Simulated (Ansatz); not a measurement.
**One arrangement of a pair**

The pair of NH3 (SMILES N, atoms 1–4) and H2S (SMILES S, atoms 5–7), both closed shells, in one local arrangement (a lower one may exist), relaxed at PBE0-D4/def2-TZVP:

N1  (-0.073, 0.067, -1.160)
H2  (0.445, 0.850, -1.537)
H3  (0.363, -0.780, -1.504)
H4  (-1.008, 0.104, -1.549)
S5  (-0.242, 0.277, 2.300)
H6  (0.671, -0.684, 2.504)
H7  (-0.155, 0.167, 0.947)
(Å)

Ansatz 0.2.0; basis: def2-TZVPPD, with def2-QZVPPD for the basis limit; cores frozen in the correlated methods. B3LYP uses VWN-RPA correlation. Extrapolation: Hartree–Fock as exp(−7.88 √X), correlation as X^−2.97. Interaction energies count from these two fragments, frozen as in the pair, with the counterpoise correction; negative means bound.

Task: What is the interaction energy by CCSD(T) at an estimated basis limit (MP2 extrapolated from triple and quadruple zeta, plus CCSD(T) − MP2 in triple zeta)? (An estimate is asked for; the value comes from the calculation.)

Result: Computed: -14.2 kJ/mol. Hartree–Fock alone gives -3.4 kJ/mol at the basis limit. It counts from the two fragments frozen as in the pair.

The same quantity by other methods in triple zeta, and each one's difference from that estimate:
```
   method  E_int (kJ/mol)  difference
   PBE-D4           -19.7        -5.5
revPBE-D4           -16.8        -2.6
  BLYP-D4           -16.0        -1.8
r2SCAN-D4           -16.7        -2.5
   B97M-V           -15.6        -1.4
  PBE0-D4           -18.2        -4.0
 B3LYP-D4           -16.0        -1.8
 HSE06-D4           -18.2        -4.0
  wB97X-V           -14.4        -0.2
  wB97M-V           -13.9         0.3
   B2PLYP           -12.5         1.7
       HF            -3.5        10.7
      MP2           -14.0         0.2
     CCSD           -10.7         3.5
  CCSD(T)           -12.4         1.8
```
Differences are method less estimate.

Task: Which atoms make the shortest contact between the fragments?

Result: N1 and H7, 2.11 Å apart.

Basis-set superposition shift (counterpoise-corrected less uncorrected): CCSD(T) 2.1; MP2 2.1; HF 0.4; PBE0-D4 0.5; wB97M-V 0.6 kJ/mol.

No T1 diagnostic of these runs exceeds 0.011.

For scale, one of the runs: CCSD(T)/def2-TZVPPD, 173 basis functions, launched by `ansatz run in.yaml --threads 2 --pin off --events-out ev --progress --plain --max-ram 5222MiB`. Time: 14 s of wall clock on 2 CPU threads of an Arm Neoverse V2; the host was shared. Peak host memory: 1.4 GiB.
